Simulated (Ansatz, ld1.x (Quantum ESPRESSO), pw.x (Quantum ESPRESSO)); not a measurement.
**Cd: one change to the TM potential, in the atom and in the bcc crystal**

* Element: cadmium (Cd)
* Generator: ld1.x (Quantum ESPRESSO) 7.5
* Type: norm-conserving Troullier–Martins (Kleinman–Bylander form)
* Functional: PBEsol
* Relativity: scalar-relativistic
* Frozen core: [Kr]
* Valence charge: 12
* Reference configuration: 4d10 5s2 5p0
* Partial waves: 5p (bound, empty): rc 2.70 bohr; 4d (bound): rc 1.60 bohr; 5s (bound): rc 1.70 bohr
* Local potential: the s channel
* Core correction: Bessel-smoothed model core inside 1.40 bohr

Change: wave 5p (bound): rc 2.70 bohr becomes 5p (bound): rc 4.08 bohr.

Cutoffs, loose and tight: the cutoffs (Ry, on a coarse ladder) from which the occupation-weighted sum of valence levels, in a spherical-Bessel basis at the reference potential, stays within 10 and 1 mRy of its value at 400 Ry. They do not see the model core or the augmentation charge, which bear on the density cutoff. Test errors are all-electron minus pseudo excitation energies from the reference, over the configurations 4d10 5s1 5p0; 4d10 5s0 5p0; 4d9 5s0 5p0; 4d10 5s1.5 5p0; 4d9 5s2 5p1; 4d10 5s0 5p2; 4d10 5s1 5p1; variants that change the core or the reference have their own tests.

Crystal test: bcc Cd in pw.x 7.5, no spin, 13³ k-points, Fermi–Dirac smearing 0.01 Ry, cutoffs set for each file from its atomic test. The reference is all-electron LAPW (Ansatz 0.2.0) with the same functional, mesh and smearing; V0 and B0 come from Birch–Murnaghan fits to the pressures at five volumes. Errors are pseudo minus all-electron; Δ is the rms difference of the E(V) curves that follow from these fits, minima aligned, over ±6 % about the mean V0. Mesh and smearing are coarse, so the numbers serve the comparison and aren't converged zero-temperature values; the lattice is a test structure that the element need not adopt.

All-electron: a0 = 3.496 Å (V0 = 21.36 Å³/atom), B0 = 53.6 GPa.

Q: Does the change bring the crystal closer to the all-electron result?

A: The mean pressure error goes from +1.23 to +1.73 GPa, so the change moves the solid further from the all-electron pressures. The B0 error goes the other way, from -2.4 to -0.7 %.

```tsv
quantity	base	changed
outcome (atom)	generated	generated
cutoff, loose (atom)	70 Ry	70 Ry
cutoff, tight (atom)	120 Ry	120 Ry
bound ghosts (atom)	none	none
largest test error (meV) (atom)	-237	-237
cutoffs in pw.x (Ry)	145/580	145/580
a0 (Å)	3.521	3.529
a0 error (%)	+0.71	+0.94
B0 error (%)	-2.4	-0.7
Δ (meV/atom)	5.3	7.2
mean pressure error (GPa)	+1.23	+1.73
```

Base: This is a poor potential for the solid. Changed file: The largest radius (4.08 bohr) exceeds half the bond length (2.85 bohr), so the spheres overlap, which is one possible source of error among others. This is a poor potential for the solid. The atomic cutoffs weigh occupied waves only.
